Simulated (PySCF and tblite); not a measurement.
C3H5NO, numbered as in [CH2:1]=[CH:2][C:3]([NH2:4])=[O:5]. Search: ETKDG and KDG, MMFF94s, GFN2-xTB, 90 starts; geometries at PBE0-D3(BJ)/def2-SVP. Free energies are CAM-B3LYP-D3(BJ)/def2-TZVP single points with GFN2-xTB rigid-rotor and vibrational terms (modes under about 100 cm⁻¹ blended into free rotors). Symmetry numbers and mirror images are counted. Conformers within 3 kcal/mol (GFN2-xTB free energy) were kept, 8 at most. GIAO shieldings: WP04/pcSseg-2. Couplings: B3LYP/pcJ-1 (gas phase; spin-dipole term only for pairs with B, N, F, Si or P). Shifts are against TMS (¹H), TMS (¹³C), NH3 (¹⁵N) at the same level; of two unlike H on one atom, a is the less shielded. Run with PySCF (density fitting) and tblite.

Torsions listed: C1–C2–C3–O5, O5–C3–N4–H4. Of a mirror pair one member is shown.

Two conformers hold nearly all the population. I: 152°, 165°; δ(H1a) = 5.60 ppm. II: 1°, -1°; δ(H1a) = 6.75 ppm. The average over the ensemble at 298.15 K is 6.58 ppm.

(1) What populations and free-energy difference follow from a two-state model?

Rotation about the C–N or B–N bond may be slow on the NMR time scale, and the averages treat it as fast.

## Answers

(1) p(I) = (6.58 − 6.75)/(5.60 − 6.75) = 0.15, so K = p(II)/p(I) = 5.76 and G(II) − G(I) = −RT ln K = -1.04 kcal/mol. One of the two counts twice, as a mirror pair, which this difference holds. The weights computed directly are 14.1 % and 85.9 %.


¹⁵N shifts are against a computed isolated NH3 molecule, about 20 ppm from the liquid.